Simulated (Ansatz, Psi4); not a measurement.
Molecule: methylsulfinylmethane, C2H6OS (charge 0, singlet). SMILES: CS(C)=O
Geometry from a B3LYP-D3(BJ)/def2-TZVP (Ansatz, a program for electronic structure) optimisation:
```xyz
10

S      0.0001     0.2316    -0.4434
O     -0.0091     1.4791     0.3687
C      1.3569    -0.7945     0.1950
C     -1.3493    -0.8091     0.1868
H      1.2528    -0.8869     1.2761
H     -2.2783    -0.2983    -0.0600
H      1.3433    -1.7716    -0.2883
H      2.2817    -0.2736    -0.0462
H     -1.3222    -1.7861    -0.2964
H     -1.2508    -0.9004     1.2685
```

Quantity: vertical triplet-singlet gap, E(triplet) - E(singlet), in eV. Conventions: non-relativistic; 6-31G* and kin with 6d, 5d where marked; open shells spin-unrestricted; 6-311+G** with 5d, 6d on Na to Ar in Ansatz; frozen cores in correlated levels; each state is the SCF solution reached for its charge and spin; no spin-orbit coupling; dispersion terms only where a functional's name holds one. Ab initio and DFT rows: single points at B3LYP-D3(BJ) geometries (Ansatz). Levels can end on unlike triplets.

```json
[
 {"level": "HF/6-31G*", "program": "Ansatz", "vertical triplet-singlet gap, E(triplet) - E(singlet) (eV)": "5.09"},
 {"level": "HF/6-311+G**", "program": "Ansatz", "vertical triplet-singlet gap, E(triplet) - E(singlet) (eV)": "4.97"},
 {"level": "PBE/6-31G*", "program": "Ansatz", "vertical triplet-singlet gap, E(triplet) - E(singlet) (eV)": "5.12"},
 {"level": "PBE/6-311+G**", "program": "Ansatz", "vertical triplet-singlet gap, E(triplet) - E(singlet) (eV)": "4.97"},
 {"level": "B3LYP/STO-3G", "program": "Ansatz", "vertical triplet-singlet gap, E(triplet) - E(singlet) (eV)": "5.35"},
 {"level": "B3LYP/3-21G", "program": "Ansatz", "vertical triplet-singlet gap, E(triplet) - E(singlet) (eV)": "5.39"},
 {"level": "B3LYP/6-31G*", "program": "Ansatz", "vertical triplet-singlet gap, E(triplet) - E(singlet) (eV)": "5.26"},
 {"level": "B3LYP/6-311+G**", "program": "Ansatz", "vertical triplet-singlet gap, E(triplet) - E(singlet) (eV)": "5.14"},
 {"level": "wB97X-D/6-31G*", "program": "Psi4", "vertical triplet-singlet gap, E(triplet) - E(singlet) (eV)": "5.61"},
 {"level": "MP2/6-311+G**", "program": "Ansatz", "vertical triplet-singlet gap, E(triplet) - E(singlet) (eV)": "5.77"},
 {"level": "PBE/def2-TZVPD", "program": "Ansatz", "vertical triplet-singlet gap, E(triplet) - E(singlet) (eV)": "4.82"},
 {"level": "B3LYP/def2-TZVPD", "program": "Ansatz", "vertical triplet-singlet gap, E(triplet) - E(singlet) (eV)": "5.00"}
]
```

No value to compare with is used here. The 10 habitual levels span 4.97 (HF/6-311+G**) to 5.77 eV (MP2/6-311+G**); B3LYP/def2-TZVPD gives 5.00.

The levels are drawn from those run, B3LYP/6-31G* more often than the rest, none by its result; runs whose electronic state is in doubt are left out.
